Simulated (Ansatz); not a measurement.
`[NH2][Mg][OH]`, charge 0, multiplicity 1.

(1) Give a relaxed structure at PBE0-D4/def2-TZVP (the Gaussian-basis code of Ansatz). (Best estimate.)

Results:

(1) The calculation gave: 
Cartesian coordinates in Å:
```
N -0.606 -1.233 0.546
Mg 0.195 0.315 -0.164
O 1.002 1.729 -0.858
H -1.276 -1.827 0.081
H -0.436 -1.631 1.457
H 1.121 2.647 -1.062
```
Point group Cs.
